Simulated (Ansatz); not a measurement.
Sn (model structure, started from the black-P type, Fmmm, No. 69, 4 atoms in the cell): volume per atom by level of theory

No measured value is used here.

```json
[
 {"level (code)": "PBE (Ansatz)", "value (Å³/atom)": "28.60"},
 {"level (code)": "PBEsol (Ansatz)", "value (Å³/atom)": "27.02"},
 {"level (code)": "PBE-D3(BJ) (Ansatz)", "value (Å³/atom)": "27.32"}
]
```

Ansatz's density-functional and Hartree–Fock values are scalar-relativistic unless marked +SOC, with PAW data made under PBE.

A model structure was made by putting elements into a prototype or built by hand; it is no filed structure, need not be a known phase, and can be a saddle point held by its symmetry.

Ansatz is a quantum-chemistry and plane-wave program.
